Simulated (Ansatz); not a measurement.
Elastic constant C11 (GPa) of 20 transition metals, computed with PBE (Ansatz, a quantum-chemistry and plane-wave program, PAW) and with LDA (plane waves, PAW; Ansatz). The set holds measured phases with no doubt noted on the run or the magnetic state but for the caveats below. 6 more of the class have both values but aren't in it, for one of these reasons: built or high-temperature cells, doubts on the run or the magnetic state, unlike cells, values of zero, layered or molecular crystals. Solids without a value at one level (not run, failed, or a magnetic order lost), or held back for tests, aren't counted.

All rows, in order of the shift (worked out from unrounded values):

```
solid           PBE   LDA  shift (%)
-------------  ----  ----  ---------
hcp Y          77.0  75.2       -2.4
hcp Zr          143   141       -2.0
hcp Ti          176   185       +5.2
hcp Hf          180   193       +7.0
hcp Re          608   673      +10.7
hcp Os          731   816      +11.7
hcp Sc          101   114      +12.9
hcp Tc          489   556      +13.8
fcc Ir          584   672      +15.0
hcp Ru          567   658      +16.1
double-hcp La  49.6  60.2        +21
fcc Rh          412   502        +22
fcc Ni          283   351        +24
fcc Pt          306   381        +24
hcp Co          352   462        +31
bcc Fe          275   363        +32
fcc Cu          178   235        +32
fcc Pd          199   271        +36
fcc Au          157   216        +38
fcc Ag          111   169        +52
```

The shift from PBE to LDA has a median of +18.8 %, and eight in ten lie between +4.5 % and +36 %; LDA is the larger in 18 of 20. Each level is at its own cell, so the shift holds the change of volume too.

Ansatz's runs of these crystals have no spin polarisation, but for bcc Fe, hcp Co, fcc Ni.

Density-functional runs with spin start from parallel moments for bcc Fe, parallel moments for hcp Co, parallel moments for fcc Ni.

Spin–orbit coupling is left out, also for the solids with elements from indium on (fcc Pt, hcp Os, double-hcp La, fcc Ir, hcp Re, hcp Hf, fcc Au); its size isn't shown.

Each level is taken at its own relaxed cell. Ansatz's density-functional and Hartree–Fock values are scalar-relativistic unless marked +SOC, with PAW data made under PBE.
